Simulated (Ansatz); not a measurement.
C$_{3}$H$_{7}$NOS (`CC1(O)NCS1`). Charge 0, multiplicity 1. All single points use the PBE0-D4/def2-TZVP geometry. It is one conformer, not always the lowest.

```xyz
13

C     0.691    0.974    1.029
C    -0.229    0.555   -0.090
O    -0.567    1.688   -0.794
N     0.240   -0.534   -0.936
C    -0.509   -1.640   -0.353
S    -1.660   -0.507    0.483
H     1.589    1.433    0.604
H     0.972    0.113    1.636
H     0.200    1.708    1.668
H    -1.044    1.394   -1.579
H     1.248   -0.648   -0.947
H     0.052   -2.244    0.367
H    -0.983   -2.291   -1.089
```

Q: What is the dipole moment at r2SCAN/def2-TZVPP? (An estimate is asked.)

A: Ansatz gave: 2.25 D, with components (1.86, -1.23, -0.30) D in this frame, pointing from negative to positive charge.

Q: And with PBE, B3LYP, ωB97M-V? (Best estimate.)

A: Computed: PBE 2.15 D, B3LYP 2.21 D, ωB97M-V 2.22 D.

Q: Give the Mulliken charges with r2SCAN, B3LYP, ωB97M-V in def2-TZVPP. (An estimate is asked.)

A: Ansatz gave: 
| atom | r2SCAN | B3LYP | ωB97M-V |
| --- | --- | --- | --- |
| C1 | -0.17 | -0.27 | -0.30 |
| C2 | 0.35 | 0.31 | 0.19 |
| O3 | -0.32 | -0.30 | -0.28 |
| N4 | -0.28 | -0.25 | -0.21 |
| C5 | 0.01 | -0.10 | -0.17 |
| S6 | -0.20 | -0.18 | -0.10 |
| H7 | 0.05 | 0.09 | 0.11 |
| H8 | 0.05 | 0.09 | 0.10 |
| H9 | 0.06 | 0.09 | 0.12 |
| H10 | 0.20 | 0.18 | 0.18 |
| H11 | 0.12 | 0.11 | 0.09 |
| H12 | 0.07 | 0.10 | 0.13 |
| H13 | 0.07 | 0.12 | 0.13 |

B3LYP here is the variant with VWN-RPA as its local correlation; programs differ in this.
